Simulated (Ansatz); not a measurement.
input.yaml (Ansatz)

```yaml
crystal:
  lattice:
    - [2.8652961636, 0.0, 0.0]
    - [0.0, 2.8652961636, 0.0]
    - [0.0, 0.0, 2.8652961636]
  atoms:
    - { symbol: Cr, position: [0.0, 0.0, 0.0], spin: 0.998 }
    - { symbol: Cr, position: [0.5, 0.5, 0.5], spin: -0.998 }
hamiltonian:
  xc: pbe
  pseudopotentials:
    kind: paw
    azcp:
      Cr: "pseudopotentials/Cr.paw.azcp"
basis:
  ecutwfc: 420
  fft_grid_basis: typed
kpoints:
  mp_grid: { grid: [18, 18, 18], shift: [0, 0, 0] }
magnetization:
  spin_polarized: true
scf:
  occupations: { method: fermi_dirac, width: 0.05 }
```

Output

```
Engine: ansatz 0.2.0, x86_64-unknown-linux-gnu
Pseudopotentials: kind: paw
Pseudopotential: Cr, paw, valence charge 14, recommended cutoff 420 eV (normal) 
Functional definition: PBE
  parameter kappa = 0.804
  parameter beta = 0.06672455060314922
  exchange = pbe_x(kappa = kappa, mu = beta*pi^2/3)
  correlation = pbe_c(beta = beta)
Crystal: 2 atoms, lattice volume = 23.524 Å³
Basis set: ecut = 420 eV, 461 PW (Γ)
Bands: 19, of which v1, the nominal top of the filled ones, is band 14 counted from 1 (13 counted from 0)
Symmetry: 48 space group operations
Space group: Pm-3m (ITA 221), of the structure as read, at distance tolerance 2.9e-5 Å
Magnetic group: BNS 221.97 (UNI 1599), of the structure as read, at distance tolerance 2.9e-5 Å
k-points: 220 of 5832
Non-local potential: Cr, projectors of the file, l = 0: 3, l = 1: 2, l = 2: 3, l = 3: 1
PAW form: soft (Blöchl's): semilocal exchange-correlation on the pseudo side does not see the compensation charge
PAW one-centre angular grid: Cr, 590 points (default); XC on 64 Gauss nodes
Initial density: superposition of atomic densities (chi_scale 0.1, normalization cell)
Starting moments: Σ|m| = 1.996 μB on 2 of 2 sites
Starting magnetic order: antiferromagnet; a translation exchanges its spin sublattices: spin-degenerate at every k-point
Initial wavefunctions: pseudopotential atomic-orbital guess
Functional: x = pbe(κ = 0.804, μ = 0.2195149727645171), c = pbe(β = 0.06672455060314922)
SCF iter   1: F=—  HF=-6760.495968 eV  |F-HF|=—  |Δ(HF+E_count)|=         —  Δρ=1.35e-1 (↑1.35e-1 ↓1.35e-1)  dr2=1.15e1  dr2_m=7.13e-1  M=0.000 μB ∫|m|=0.483 μB  β_m=0.30  ethr=3.10e-3  ⟨swp⟩=3.3  Hψ=14589  notcnv=0
Mixer restart at iter 1: flushing history
SCF iter   2: F=—  HF=-6756.801128 eV  |F-HF|=—  |Δ(HF+E_count)|=    3.69e0  Δρ=7.31e-2 (↑7.31e-2 ↓7.31e-2)  dr2=3.51e0  dr2_m=2.23e-1  M=0.000 μB ∫|m|=0.639 μB  β_m=0.46  ethr=3.10e-3  ⟨swp⟩=2.1  Hψ=9632  notcnv=0  defer=66
SCF iter   3: F=—  HF=-6755.458229 eV  |F-HF|=—  |Δ(HF+E_count)|=    1.34e0  Δρ=2.00e-2 (↑2.00e-2 ↓2.00e-2)  dr2=5.26e-2  dr2_m=4.51e-2  M=0.000 μB ∫|m|=1.151 μB  β_m=0.61  ethr=3.10e-3  ⟨swp⟩=2.5  Hψ=8719  notcnv=0  defer=65
SCF iter   4: F=—  HF=-6755.489259 eV  |F-HF|=—  |Δ(HF+E_count)|=         —  Δρ=1.81e-2 (↑1.81e-2 ↓1.81e-2)  dr2=1.59e-2  dr2_m=6.29e-2  M=0.000 μB ∫|m|=1.494 μB  β_m=0.61  ethr=1.88e-4  ⟨swp⟩=2.2  Hψ=9580  notcnv=0  defer=17
Mixer restart at iter 4: flushing history
SCF iter   5: F=—  HF=-6755.499318 eV  |F-HF|=—  |Δ(HF+E_count)|=   1.01e-2  Δρ=1.09e-2 (↑1.09e-2 ↓1.09e-2)  dr2=6.24e-3  dr2_m=2.35e-2  M=0.000 μB ∫|m|=1.579 μB  β_m=0.81  ethr=5.67e-5  ⟨swp⟩=2.2  Hψ=8007  notcnv=0  defer=13
SCF iter   6: F=—  HF=-6755.519726 eV  |F-HF|=—  |Δ(HF+E_count)|=   2.04e-2  Δρ=1.82e-2 (↑1.82e-2 ↓1.82e-2)  dr2=4.24e-2  dr2_m=5.80e-2  M=0.000 μB ∫|m|=1.886 μB  β_m=0.08  ethr=2.23e-5  ⟨swp⟩=2.3  Hψ=8430  notcnv=0  defer=11  recentre
SCF iter   7: F=—  HF=-6755.500298 eV  |F-HF|=—  |Δ(HF+E_count)|=   1.94e-2  Δρ=9.63e-3 (↑9.63e-3 ↓9.63e-3)  dr2=5.71e-3  dr2_m=1.83e-2  M=0.000 μB ∫|m|=1.664 μB  β_m=0.38  ethr=2.23e-5  ⟨swp⟩=2.1  Hψ=9313  notcnv=0  defer=1
SCF iter   8: F=—  HF=-6755.501074 eV  |F-HF|=—  |Δ(HF+E_count)|=   7.76e-4  Δρ=1.93e-3 (↑1.93e-3 ↓1.93e-3)  dr2=2.17e-3  dr2_m=1.05e-4  M=0.000 μB ∫|m|=2.055 μB  β_m=0.63  ethr=2.04e-5  ⟨swp⟩=2.2  Hψ=6916  notcnv=0
SCF iter   9: F=—  HF=-6755.501542 eV  |F-HF|=—  |Δ(HF+E_count)|=   4.68e-4  Δρ=1.97e-3 (↑1.97e-3 ↓1.97e-3)  dr2=5.75e-5  dr2_m=8.25e-4  M=0.000 μB ∫|m|=2.204 μB  β_m=0.71  ethr=7.75e-6  ⟨swp⟩=2.0  Hψ=6940  notcnv=0
SCF iter  10: F=—  HF=-6755.501469 eV  |F-HF|=—  |Δ(HF+E_count)|=   7.30e-5  Δρ=5.73e-4 (↑5.73e-4 ↓5.73e-4)  dr2=6.95e-9  dr2_m=7.08e-5  M=0.000 μB ∫|m|=2.147 μB  β_m=0.85  ethr=2.05e-7  ⟨swp⟩=2.4  Hψ=7351  notcnv=0
SCF iter  11: F=—  HF=-6755.501469 eV  |F-HF|=—  |Δ(HF+E_count)|=   4.47e-7  Δρ=1.54e-4 (↑1.54e-4 ↓1.54e-4)  dr2=3.67e-9  dr2_m=5.09e-6  M=0.000 μB ∫|m|=2.160 μB  β_m=0.93  ethr=2.48e-11  ⟨swp⟩=3.9  Hψ=9311  notcnv=0
SCF iter  12: F=—  HF=-6755.501469 eV  |F-HF|=—  |Δ(HF+E_count)|=   2.50e-8  Δρ=9.30e-6 (↑9.30e-6 ↓9.30e-6)  dr2=3.85e-10  dr2_m=1.85e-8  M=0.000 μB ∫|m|=2.165 μB  β_m=0.96  ethr=1.31e-11  ⟨swp⟩=3.0  Hψ=8643  notcnv=0
SCF iter  13: F=-6755.501469 eV  HF=-6755.501469 eV  |F-HF|=6.09e-11  |Δ(HF+E_count)|=   1.17e-9  Δρ=6.72e-7 (↑6.72e-7 ↓6.72e-7)  dr2=1.05e-10  dr2_m=6.35e-11  M=0.000 μB ∫|m|=2.165 μB  ethr=1.37e-12  ⟨swp⟩=1.0  Hψ=12854  notcnv=0
SCF 1 converged in 13 iterations: F = -6755.501469 eV  dr2 = 1.05e-10
SCF converged after 13 iterations
Magnetization: 0.0000 μB (14.0000 up, 14.0000 down)
Absolute magnetization: 2.1648 μB (∫|ρ↑−ρ↓|, with the PAW one-centre terms)
Spin contamination: 0.4572 ħ² per cell (⟨S²⟩ above its minimum at these occupations)
Per-site moments (μB) at R_I (Å): [(1.009736342409015, 1.0235854476555235), (-1.009736342409015, 1.0235854476555235)]
Free energy (F): -6755.501469 eV
Harris-Foulkes:  -6755.501469 eV  (|F-HF|=6.09e-11)
Internal energy: -6755.496292 eV  (E = F + TS)
E sigma→0 (E₀):  -6755.498880 eV
Entropy (-TS):   -0.005177 eV (-2.588 meV/atom)
Fermi energy:    19.009957 eV
--- Per-component energies (eV) ---
  E_band       = -297.965251
  E_kinetic    = 686.397727
  E_local      = -2383.489046  (includes V_loc(G=0)·N_el)
  E_nonlocal   = 157.520837
  E_hartree    = 1039.059336
  E_xc         = -280.268695
  E_vxc        = -357.581594  (∫ρ·V_xc dr)
  E_paw        = -2390.054669  (= ΣΔE_a)
  E_vpaw       = -478.931860  (= ΣTr[D̂ρ^β])
  E_aug_tail   = 0.000684  (compensation charges beyond the density's cutoff)
  E_ewald      = -3584.662466
  E_smearing   = -0.005177  (= −TS)
  E_closure    = 0.000000  (closes the sum)
  Σ components = -6755.501469   (vs F -6755.501469, Δ=0.00e0)
```
